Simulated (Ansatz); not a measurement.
Mulliken charges of `NC1=NC=C1O` from r2SCAN/def2-TZVPP in Ansatz (PBE0-D4/def2-TZVP geometry).

```csv
atom,x (Å),y (Å),z (Å),charge (e)
N1,-0.038,-1.757,-0.654,-0.339
C2,0.089,-0.705,0.158,0.307
N3,0.400,-0.609,1.404,-0.355
C4,0.279,0.914,1.207,-0.051
C5,-0.043,0.795,-0.076,0.032
O6,-0.352,1.506,-1.171,-0.316
H7,0.038,-2.685,-0.274,0.191
H8,-0.404,-1.638,-1.579,0.196
H9,0.435,1.681,1.949,0.118
H10,-0.322,2.446,-0.960,0.217
```

Question: By hand: the dipole of these point charges (1 e Å = 4.8032 D).

Answer: Σ q r = (-0.097, -0.006, -0.262) e Å, of length 0.279 e Å = 1.34 D.

Question: How does the dipole of the full density compare? (An estimate is asked.)

Answer: Computed: (-0.206, 0.123, -0.604) e Å, 3.12 D; the point charges give 0.43 times that, at 12° from its direction.

Point charges leave out the atoms' own dipoles, such as those of lone pairs, and Mulliken's split depends on the basis, so the two needn't agree.
